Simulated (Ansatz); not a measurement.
Basis-set extrapolation for C2H5FS2, SMILES `CSSCF` (PBE0-D4/def2-TZVP geometry, frozen core, Ansatz 0.2.0). Multiplicity 1, RHF reference.

|  | def2-TZVPP | def2-QZVPP |
| --- | --- | --- |
| HF | -973.239455 | -973.270330 |
| MP2 correlation | -0.946162 | -1.025667 |
| CCSD(T) correlation | -1.037021 | not run |

Energies in hartree. Use E(X) = E(∞) + A·exp(−7.88·√X) for Hartree–Fock and E(X) = E(∞) + B·X^(−2.97) for correlation, with X = 3 and 4, and add CCSD(T) minus MP2 of the smaller set to the MP2 limit.

Problem. What is the CCSD(T) energy at the basis-set limit?

Solution. HF limit: -973.270330 + (-0.030875) × 0.13774 = -973.27458. MP2 limit: -1.025667 + (-0.079505) × 0.74074 = -1.08456. Higher-order term: -1.037021 − (-0.946162) = -0.09086. Total: -974.45000 hartree, 455.6 kJ/mol below CCSD(T)/def2-TZVPP.
